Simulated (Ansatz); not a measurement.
System: hcp Cd. Method: r²SCAN-D4 (PAW; Ansatz, a first-principles code).

Settings: plane-wave cutoff 500 eV, 30×30×14 k mesh (along the axes of the cell as run), Fermi–Dirac smearing 0.1 eV, scalar-relativistic PAW data made under PBE.

Computed at the level's own relaxed cell.

Problem. What does this level give for the volume per atom, lattice parameter a and lattice parameter c?

Solution. 
volume per atom: 21.55 Å³/atom
lattice parameter a: 2.960 Å
lattice parameter c: 5.678 Å

Measured, for comparison: lattice constant a 2.979 Å, lattice parameter c 5.617 Å (293 K, no zero-point or thermal correction; as tabulated in Wikipedia's data pages). Computed (rounded) less measured: lattice constant a -0.6 %, lattice parameter c +1.1 %. A static lattice is as a rule a little smaller and stiffer than an uncorrected measurement, which narrows the difference in the lattice constant a and would widen misses of the other sign.

Static lattice: no zero-point or thermal effects.
